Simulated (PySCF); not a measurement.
## CO at PBE0

Computed with PBE0; basis C def2-TZVPP, O def2-TZVPP; no relativity; PySCF 2.14.

| Property | Result |
| --- | --- |
| state | ³Π (triplet), unpaired electrons σ ↑, π ↑, a second solution, started from another occupation |
| bond length | 1.196 Å |
| harmonic wavenumber | 1844 cm⁻¹ |
| force constant | 13.7 mdyn/Å |
| rotational constant Be | 1.720 cm⁻¹ |
| anharmonicity ωexe | 14.0 cm⁻¹ |
| vibration–rotation constant αe | 0.0175 cm⁻¹ |
| energy of the minimum from ground-state C + O | -5.35 eV |
| bond order (Mayer) | 2.20 |
| dipole moment (positive dipole means C(−)O(+)) | -1.47 D |

Counting both spins, an empty level lies below a filled one in this solution, because spin and occupation are held.
